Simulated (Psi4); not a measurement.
# SiNH4O (SMILES [NH][SiH2]O) at UHF/STO-3G

Aim: the energy of SiNH4O. Input form: a Python script.

Program for the calculation: Psi4 1.11.

3 further runs of the same task are left out: 3 set aside as unsound or not needed.

### 1 The molecule

The species is SiNH4O (7 atoms), meant as a doublet with charge 0. As SMILES, `[NH][SiH2]O`. Geometry: relaxed at PBE0-D4/def2-TZVP. This is one conformer, not always the lowest.

Bond lengths: N1–Si2 1.741 Å, Si2–O3 1.637 Å, N1–H4 1.022 Å, Si2–H5 1.484 Å, Si2–H6 1.493 Å, O3–H7 0.959 Å. Angles: N1–Si2–O3 110.5°, N1–Si2–H5 113.2°, N1–Si2–H6 105.1°, O3–Si2–H5 105.4°, O3–Si2–H6 112.1°, Si2–N1–H4 114.4°, Si2–O3–H7 117.6°, H5–Si2–H6 110.7°.

### 2 A single-point energy at UHF/STO-3G

run.py

```python
import psi4

psi4.set_memory('1600 MB')
psi4.set_num_threads(1)
psi4.core.set_output_file('run.log', False)

m = psi4.geometry("""
0 2
N     -1.219700    -0.362600     0.666700
Si     0.116600     0.212100    -0.290000
O      1.398500    -0.795100    -0.146900
H     -2.101000     0.125500     0.496300
H     -0.184300     0.263000    -1.742100
H      0.414600     1.577200     0.236200
H      1.636600    -1.088000     0.734200
symmetry c1
""")

psi4.set_options({
    'reference': 'uhf',
    'puream': True,
    'e_convergence': 1e-09,
    'd_convergence': 1e-08,
    'scf_type': 'pk',
    'maxiter': 200,
})

e_tot, wfn = psi4.energy('hf/STO-3G', return_wfn=True)
psi4.oeprop(wfn, 'MAYER_INDICES', 'LOWDIN_CHARGES', 'WIBERG_LOWDIN_INDICES')
print(f'total energy {e_tot:.8f} hartree = {e_tot * 27.211386:.5f} eV')
for k, v in sorted(psi4.core.scalar_variables().items()):
    print(f'{k:45s} {v:18.10f}')
```

The run is started by

```
python run.py
```

Q: Predict the results. Wanted: total energy; dipole moment; HOMO energy; LUMO energy; ⟨S²⟩.

Answer, from the run:

Level: UHF/STO-3G.

| quantity | value |
| --- | --- |
| total energy | -415.48427 Eh |
| dipole moment | 1.46 D |
| HOMO energy (highest over α and β) | -8.23 eV |
| LUMO energy (lowest over α and β) | 8.35 eV |
| ⟨S²⟩ | 0.758 |
